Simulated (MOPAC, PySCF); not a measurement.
Potential energy curve for CH5N, SMILES NC. The C1–N5 bond (C1 also carries H, H, H; N5 carries H, H) is stretched with both fragments frozen at the PBE0/def2-TZVP optimised geometry.

Levels of theory: UKS-BHandHLYP = unrestricted BHandHLYP/def2-TZVP run with PySCF 2.14.0; PM6, restricted, heats of formation (MOPAC); RHF/3-21G = PySCF 2.14.0 with restricted Hartree-Fock/3-21G.

Energies are in kJ/mol, each relative to the lowest point of its own curve near equilibrium.

| R / Å | UKS-BHandHLYP | PM6 | RHF/3-21G |
|---|---|---|---|
| 1.17 | 227.5 | 346.9 | 273.2 |
| 1.25 | 98.2 | 169.5 | 126.0 |
| 1.32 | 36.1 | 74.9 | 52.4 |
| 1.36 | … | … | … |
| 1.40 | 4.6 | 17.6 | 10.6 |
| 1.45 | 0.0 | 2.7 | 0.7 |
| 1.50 | 3.9 | 0.0 | 0.0 |
| 1.55 | 14.2 | 6.9 | 6.5 |
| 1.59 | 26.1 | 18.0 | 15.9 |
| 1.69 | 65.1 | 61.0 | 51.5 |
| 1.80 | 116.9 | 123.6 | 103.9 |
| 1.97 | 202.3 | 231.4 | 197.7 |
| 2.18 | 299.8 | 358.9 | 316.8 |
| 2.42 | … | 479.3 | 441.7 |
| 2.64 | 374.2 | 562.7 | 540.3 |
| 2.90 | … | 633.2 | 637.7 |
| 3.18 | 386.9 | 684.4 | 723.5 |
| 3.53 | 388.7 | 726.0 | 807.0 |
| 3.90 | 389.2 | 754.5 | … |
| 4.40 | 389.3 | 783.3 | 919.8 |

### Question
Fill in the missing entries.

### Answer

- 1.36, UKS-BHandHLYP: 16.0
- 1.36, PM6: 40.4
- 1.36, RHF/3-21G: 26.9
- 2.42, UKS-BHandHLYP: 355.0
- 2.90, UKS-BHandHLYP: 383.1
- 3.90, RHF/3-21G: 869.2

The unrestricted determinant behind UKS-BHandHLYP is spin-contaminated at 2.18 to 4.40 Å (<S²> up to 1.0, against 0.00 for a pure singlet). The restricted form behind PM6, RHF/3-21G keeps the bonding electrons paired and can't separate into open-shell fragments.
